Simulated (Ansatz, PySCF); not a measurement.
isobutene cation (C₄H₈), SMILES C=C(C)C (connectivity only; charge and spin as stated), charge +1, multiplicity 2. Atoms are numbered in the order given.

```xyz
12

C     -1.1559    -0.8595     0.0422
C     -0.0099     0.0634     0.0080
C      1.3551    -0.4505    -0.1882
C     -0.2241     1.4665     0.1663
H     -0.8751    -1.8667     0.3841
H     -1.4741    -0.9843    -1.0206
H     -2.0249    -0.4651     0.5868
H      1.7286    -0.7108     0.8311
H      2.0524     0.2921    -0.6000
H      1.3720    -1.3934    -0.7550
H      0.6199     2.1637     0.1912
H     -1.2364     1.8720     0.2657
```
Charge +1, spin multiplicity 2.

Geometry: TPSSh-D3(BJ)/def2-SVP. The multiplicity is an assumed one; no other spin state was optimised.

Two levels are set side by side: PBE-D3(BJ)/def2-SVP (Ansatz, a quantum-chemistry and plane-wave program) and TPSSh-D3(BJ)/def2-SVP (PySCF). Each level has its own optimised geometry; the coordinates shown are those of the second. Frequencies come from the Hessian of PySCF at each geometry. Differences are taken from unrounded values.

```
quantity                            TPSSh-D3(BJ)  PBE-D3(BJ)  PBE-D3(BJ) minus TPSSh-D3(BJ)
----------------------------------  ------------  ----------  -----------------------------
mean bond length (Å)                       1.199       1.206                          0.006
bond C1–C2 (Å)                             1.472       1.470                         -0.002
bond C2–C3 (Å)                             1.472       1.470                         -0.002
bond C2–C4 (Å)                             1.428       1.430                          0.002
bond C1–H5 (Å)                             1.100       1.108                          0.008
bond C1–H6 (Å)                             1.116       1.126                          0.010
bond C1–H7 (Å)                             1.099       1.107                          0.009
bond C3–H8 (Å)                             1.116       1.126                          0.010
bond C3–H9 (Å)                             1.099       1.107                          0.009
bond C3–H10 (Å)                            1.100       1.108                          0.008
bond C4–H11 (Å)                            1.095       1.103                          0.008
bond C4–H12 (Å)                            1.095       1.103                          0.008
highest harmonic wavenumber (cm⁻¹)          3269        3196                            -73
mean harmonic wavenumber (cm⁻¹)             1525        1477                            -48
zero-point energy (kcal/mol)               65.39       63.33                          -2.06
```

GGA bonds tend to be longer and softer than those of functionals with exact exchange. Differences between two approximate levels are no errors against the true value.
